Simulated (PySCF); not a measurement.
Species: C3H7OP.
Numbering: `[CH3:1][P:2]1(=[O:3])[CH2:4][CH2:5]1`

Structure used (PBE0-D3(BJ)/def2-SVP), in Å, numbered top down from 1:
```xyz
12
C3H7OP angstrom
C      1.5833    0.6107   -0.1321
P      0.3473   -0.7015   -0.0068
O      0.8609   -2.1029   -0.0062
C     -1.0961   -0.1058    0.8708
C     -1.2189   -0.1568   -0.6824
H      2.2623    0.5365    0.7296
H      2.1697    0.4559   -1.0491
H      1.1128    1.6029   -0.1515
H     -1.6847   -0.8500    1.4176
H     -1.0867    0.8792    1.3497
H     -1.8730   -0.9431   -1.0738
H     -1.3083    0.7908   -1.2243
```

NICS = −σ at a ghost point: NICS(0) at the centroid of the ring atoms, NICS(1) 1 Å to either side along the normal of their mean plane, zz for the tensor component along that normal. Level: GIAO PBE0/pcSseg-1 (PySCF, non-relativistic, gas phase) on the PBE0-D3(BJ)/def2-SVP geometry, one conformer.

Ring bond lengths (Å), with Mayer bond orders in brackets: P2–C4 1.791 (0.89), C4–C5 1.559 (0.89), C5–P2 1.791 (0.89).

What do the NICS probes read (ppm)?

| ring | type | NICS(0) | NICS(1), two faces | NICS(1)zz, two faces | rms pucker (Å) | centre to ring atoms, mean (Å) |
| --- | --- | --- | --- | --- | --- | --- |
| P2–C4–C5 | 3-membered ring with P; formal bonds all single | -22.9 | -8.2 / -4.2 | -15.1 / -8.2 | 0.00 | 0.99 |

What do they say, and how far can they be read as aromaticity?

- P2–C4–C5: mean NICS(1)zz -11.6 ppm, shielded. P2, C4, C5 have four or more neighbours, so the value isn't read as a sign of a π ring current. The two faces differ by 6.9 ppm, so no symmetry operation interchanges them. NICS(0) lies 17 ppm below the mean NICS(1).

Give the inner angles of the rings and the Hirshfeld charges of the ring atoms.

- P2–C4–C5: P2 51.6° (+0.409 e), C4 64.2° (-0.129 e), C5 64.2° (-0.129 e); sum 180.0° against 180° for a flat convex ring.

What are the shieldings of the ring atoms and their hydrogens in the same run (means over atoms taken as equivalent)?

| atoms | environment | σ isotropic (ppm) |
| --- | --- | --- |
| P2 | phosphoryl phosphorus | 397.9 |
| C4 (×2) | sp3 carbon bound to phosphorus | 174.2 |
| H9 (×2) | methylene hydrogen | 29.70 |
| H10 (×2) | methylene hydrogen | 30.56 |

How do the values depend on the level or the medium?

| level | NICS(0), P2–C4–C5 | mean NICS(1)zz, P2–C4–C5 |
| --- | --- | --- |
| PBE0/pcSseg-1, gas | -22.9 | -11.6 |
| mPW1PW91/pcSseg-2, gas | -22.6 | -11.7 |
| PBE0/pcSseg-1, IEF-PCM chloroform | -23.4 | -11.7 |
| PBE0/pcSseg-1, IEF-PCM dimethylsulfoxide | -23.6 | -11.8 |

The geometry is the same throughout; the continuum's cavity takes Bondi-type radii × 1.2.
